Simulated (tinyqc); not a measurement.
ROHF in the sto-3g basis, for LiH, spin multiplicity 3, step by step. One step of it, computed by the program tinyqc.

Question. Iteration 3: building the Fock matrix. J_ij = sum D_kl (ij|kl) with D = D(alpha) + D(beta), K_ij = sum D_kl (ik|jl) for each spin; F = H + J - K(s); E = tr D H + tr D J / 2 - 0.5 sum_s tr D(s) K(s) + E_nn.

D(alpha) after iteration 2, lower triangle:
```
,1Li 1s,1Li 2s,1Li 2px,1Li 2py,1Li 2pz,2H 1s
1Li 1s,1.057306
1Li 2s,-0.239546,1.023851
1Li 2px,0.000000,0.000000,0.000000
1Li 2py,0.000000,0.000000,0.000000,0.000000
1Li 2pz,0.061008,-0.252271,0.000000,0.000000,0.187555
2H 1s,-0.011927,-0.080216,0.000000,0.000000,0.299432,0.631246
```

D(beta) after iteration 2, lower triangle:
```
,1Li 1s,1Li 2s,1Li 2px,1Li 2py,1Li 2pz,2H 1s
1Li 1s,0.983360
1Li 2s,0.032739,0.001090
1Li 2px,0.000000,0.000000,0.000000
1Li 2py,0.000000,0.000000,0.000000,0.000000
1Li 2pz,0.007285,0.000243,0.000000,0.000000,0.000054
2H 1s,-0.003083,-0.000103,0.000000,0.000000,-0.000023,0.000010
```

core Hamiltonian H = T + V (hartree), lower triangle:
```
,1Li 1s,1Li 2s,1Li 2px,1Li 2py,1Li 2pz,2H 1s
1Li 1s,-4.685344
1Li 2s,-1.051918,-1.364715
1Li 2px,0.000000,0.000000,-1.109992
1Li 2py,0.000000,0.000000,0.000000,-1.109992
1Li 2pz,-0.011482,-0.105082,0.000000,0.000000,-1.192835
2H 1s,-0.157294,-0.526068,0.000000,0.000000,-0.686108,-1.303789
```

Two-electron integrals (ij|kl) in chemists' order, unique and non-zero (hartree):
```
i,j,k,l,(ij|kl)
1,1,1,1,1.680395
2,1,1,1,0.265420
2,1,2,1,0.049941
2,2,1,1,0.397727
2,2,2,1,0.092860
2,2,2,2,0.290562
3,1,3,1,0.008981
3,2,3,1,0.013788
3,2,3,2,0.064184
3,3,1,1,0.396640
3,3,2,1,0.092880
3,3,2,2,0.290497
3,3,3,3,0.312946
4,1,4,1,0.008981
4,2,4,1,0.013788
4,2,4,2,0.064184
4,3,4,3,0.016869
4,4,1,1,0.396640
4,4,2,1,0.092880
4,4,2,2,0.290497
4,4,3,3,0.279207
4,4,4,4,0.312946
5,1,5,1,0.008981
5,2,5,1,0.013788
5,2,5,2,0.064184
5,3,5,3,0.016869
5,4,5,4,0.016869
5,5,1,1,0.396640
5,5,2,1,0.092880
5,5,2,2,0.290497
5,5,3,3,0.279207
5,5,4,4,0.279207
5,5,5,5,0.312946
6,1,1,1,0.037160
6,1,2,1,0.007041
6,1,2,2,0.013390
6,1,3,3,0.013234
6,1,4,4,0.013234
6,1,5,1,0.000860
6,1,5,2,0.001678
6,1,5,5,0.013708
6,1,6,1,0.001090
6,2,1,1,0.109203
6,2,2,1,0.025909
6,2,2,2,0.088597
6,2,3,3,0.083711
6,2,4,4,0.083711
6,2,5,1,0.004124
6,2,5,2,0.027240
6,2,5,5,0.098285
6,2,6,1,0.004395
6,2,6,2,0.048365
6,3,3,1,0.001828
6,3,3,2,0.009110
6,3,5,3,0.003943
6,3,6,3,0.003020
6,4,4,1,0.001828
6,4,4,2,0.009110
6,4,5,4,0.003943
6,4,6,4,0.003020
6,5,1,1,0.142079
6,5,2,1,0.033996
6,5,2,2,0.120125
6,5,3,3,0.111874
6,5,4,4,0.111874
6,5,5,1,0.006360
6,5,5,2,0.041870
6,5,5,5,0.136503
6,5,6,1,0.005944
6,5,6,2,0.071124
6,5,6,5,0.105617
6,6,1,1,0.278968
6,6,2,1,0.067169
6,6,2,2,0.253786
6,6,3,3,0.231627
6,6,4,4,0.231627
6,6,5,1,0.011257
6,6,5,2,0.094794
6,6,5,5,0.297962
6,6,6,1,0.011702
6,6,6,2,0.177268
6,6,6,5,0.269421
6,6,6,6,0.774606
```

nuclear repulsion = 0.83774756 hartree

Give: Coulomb J; exchange K(alpha); exchange K(beta); F(alpha); F(beta); total energy of this density.

Answer.

Coulomb J (hartree), lower triangle:
```
,1Li 1s,1Li 2s,1Li 2px,1Li 2py,1Li 2pz,2H 1s
1Li 1s,4.0439
1Li 2s,0.6920,1.3430
1Li 2px,0.0000,0.0000,1.3205
1Li 2py,0.0000,0.0000,0.0000,1.3205
1Li 2pz,0.0045,0.0500,0.0000,0.0000,1.3811
2H 1s,0.0987,0.4548,0.0000,0.0000,0.6261,1.4328
```

exchange K(alpha) (hartree), lower triangle:
```
,1Li 1s,1Li 2s,1Li 2px,1Li 2py,1Li 2pz,2H 1s
1Li 1s,1.7015
1Li 2s,0.2710,0.3499
1Li 2px,0.0000,0.0000,0.0745
1Li 2py,0.0000,0.0000,0.0000,0.0745
1Li 2pz,0.0030,-0.0084,0.0000,0.0000,0.2688
2H 1s,0.0417,0.1981,0.0000,0.0000,0.2963,0.6548
```

exchange K(beta) (hartree), lower triangle:
```
,1Li 1s,1Li 2s,1Li 2px,1Li 2py,1Li 2pz,2H 1s
1Li 1s,1.6696
1Li 2s,0.2754,0.0553
1Li 2px,0.0000,0.0000,0.0098
1Li 2py,0.0000,0.0000,0.0000,0.0098
1Li 2pz,0.0025,0.0007,0.0000,0.0000,0.0098
2H 1s,0.0406,0.0084,0.0000,0.0000,0.0012,0.0014
```

F(alpha) (hartree), lower triangle:
```
,1Li 1s,1Li 2s,1Li 2px,1Li 2py,1Li 2pz,2H 1s
1Li 1s,-2.3430
1Li 2s,-0.6310,-0.3715
1Li 2px,0.0000,0.0000,0.1360
1Li 2py,0.0000,0.0000,0.0000,0.1360
1Li 2pz,-0.0100,-0.0467,0.0000,0.0000,-0.0806
2H 1s,-0.1003,-0.2694,0.0000,0.0000,-0.3563,-0.5258
```

F(beta) (hartree), lower triangle:
```
,1Li 1s,1Li 2s,1Li 2px,1Li 2py,1Li 2pz,2H 1s
1Li 1s,-2.3111
1Li 2s,-0.6354,-0.0770
1Li 2px,0.0000,0.0000,0.2007
1Li 2py,0.0000,0.0000,0.0000,0.2007
1Li 2pz,-0.0095,-0.0558,0.0000,0.0000,0.1785
2H 1s,-0.0992,-0.0796,0.0000,0.0000,-0.0612,0.1275
```

total energy of this density = -7.764029 hartree
